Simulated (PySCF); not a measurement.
Identify the unknown among the candidates.

All candidates are C2H2N2O.

* Rotational structure: rotational constants A, B, C: 10.519, 10.377, 5.224 GHz [PBE0-D3(BJ)/def2-SVP]
* XPS: C1s 293.8 (×2), N1s 406.3 (×2), O1s 541.5 eV [ΔSCF SCAN, pcX-2 on the ionised atom, pcseg-1 elsewhere, spin-free X2C]
* Valence photoelectron: vertical ionisation energy: 10.89 eV [ΔSCF CAM-B3LYP/def2-SVPD]
* UV, first state: lowest singlet excitation: 6.01 eV (206 nm, f = 0.000) [TDDFT CAM-B3LYP/def2-SVPD]
* UV, strongest line: among the 10 lowest singlet transitions: S3 at 7.14 eV (174 nm, f = 0.146) [TDDFT CAM-B3LYP/def2-SVPD]
* 13C NMR: chemical shifts (computed TMS as zero) by class: 156.8 (2 C) ppm [GIAO PBE0/pcSseg-1]
* Triplet: lowest triplet excitation (Tamm–Dancoff): 4.84 eV [TDA CAM-B3LYP/def2-SVPD]

Gas-phase values; electronic properties from PySCF, density fitting. Levels stand in brackets. Isolated species at its PBE0-D3(BJ)/def2-SVP geometry, gas phase. NMR values are class means; diastereotopic atoms form classes of their own.

Question: Which candidate is it?
A. `N#CC(N)=O`
B. `c1ncon1`
C. `c1nnco1`

Answer: C. It is `c1nnco1`. Numbering: `[cH:1]1[n:2][n:3][cH:4][o:5]1`. Its formula, C2H2N2O, gives 3 degrees of unsaturation: 1 ring and 2 π bonds in the structure found (Kekulé form). 2 carbons fall into 1 class: aromatic CH next to a ring nitrogen [C1/C4] (156.8 ppm, 2 C). The core levels belong to: C1s 293.8 eV, aromatic CH next to a ring nitrogen [C1/C4]; N1s 406.3 eV, pyridine-type nitrogen [N2/N3]; O1s 541.5 eV, furan-type oxygen [O5]. The first electron is taken from the HOMO, whose largest Löwdin shares are 0.41 on each of 2 atoms of one kind (pyridine-type nitrogen) and 0.08 on each of 2 atoms of one kind (aromatic CH next to a ring nitrogen). The optimised geometry has point group C2v and is an asymmetric top.

The others, at the same levels:
- `c1ncon1` fails: it has 2 carbon classes against 1; its computed 13C shifts are 169.3 (1 C), 162.4 (1 C) ppm, core binding energies are C1s 293.1, C1s 294.0, N1s 406.1, N1s 407.0, O1s 541.4 eV and lowest singlet excitation is 6.25 eV (198 nm, f = 0.006) (against 6.01 eV).
- `N#CC(N)=O` fails: it has 2 carbon classes against 1; its computed 13C shifts are 144.7 (1 C), 116.1 (1 C) ppm, core binding energies are C1s 293.1, C1s 295.9, N1s 406.2, N1s 407.3, O1s 538.3 eV and rotational constant A is 11.386 GHz (against 10.519 GHz).

Each candidate is one conformer, not necessarily the lowest. The conformers computed, where there is a choice (atom-mapped SMILES and torsion angles):
- `[N:1]#[C:2][C:3]([NH2:4])=[O:5]`: H–N4–C3–C2 180°, H–N4–C3–C2 0°
